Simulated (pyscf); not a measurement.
Optimised with ωB97X-D3(BJ)/def2-SVP in PySCF.

How much does it cost (ΔH, 298 K, ωB97M-D3(BJ)/def2-TZVP) to split F–Ga(F)–O–SiH₃ (SMILES [F][Ga]([F])[O][SiH3]) at its O–Si bond into •O–Ga(F)–F + SiH₃•?

O–Si to •O–Ga(F)–F + SiH₃•: 531.1 kJ/mol. The 7 functionals that were run give +503.6 (PBE) to +538.0 kJ/mol (M06-2X). The radicals are drawn with the spin at the cut bond; how far it spreads was not checked. Other isomers of •O–Ga(F)–F were not searched in full and may lie lower. Elements up to Kr have no core potential and no relativistic terms here.
